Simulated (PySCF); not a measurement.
These 3 structures share the formula C3H3FO2. Method used: PBE0-D3(BJ)/def2-SVP geometry optimisation, gas phase (PySCF). Energies are electronic, without zero-point or thermal terms, for one conformer each. No frequencies were run at this level. Point groups hold within 0.08 Å.

Question: Rank from lowest to highest electronic energy at this level (kJ/mol).
A. `[O:1]=[CH:2][O:3]/[CH:4]=[CH:5]/[F:6]` with O1–C2–O3–C4 0°, C2–O3–C4–C5 0°
B. `[C@H]1(F)OC(C1)=O`
C. `[O:1]=[CH:2][O:3]/[CH:4]=[CH:5]\[F:6]` with O1–C2–O3–C4 0°, C2–O3–C4–C5 -179°

Answer: B (0.0), C (79.6), A (85.8).

As drawn, the lowest has a four-membered ring, which the highest lacks; the highest has a C=C bond outside aromatic rings, which the lowest lacks. Neighbours under 10 kJ/mol apart (O=CO/C=C\F and O=CO/C=C/F) can change places with a better method, another conformer or zero-point energy. O=CO/C=C\F and O=CO/C=C/F are stereoisomers, 6.2 kJ/mol apart in the conformers taken.

```json
{"SMILES": "O=C1C[C@@H](F)O1", "E (Eh)": "-365.74578", "E rel (kJ/mol)": "0.0", "dipole (D)": "3.47", "point group": "C1", "A, B, C (MHz)": "10095, 2766, 2435"}
{"SMILES": "O=CO/C=C\\F", "E (Eh)": "-365.71548", "E rel (kJ/mol)": "79.6", "dipole (D)": "0.71", "point group": "Cs", "A, B, C (MHz)": "15405, 1823, 1630"}
{"SMILES": "O=CO/C=C/F", "E (Eh)": "-365.71311", "E rel (kJ/mol)": "85.8", "dipole (D)": "1.71", "point group": "Cs", "A, B, C (MHz)": "9373, 2193, 1777"}
```
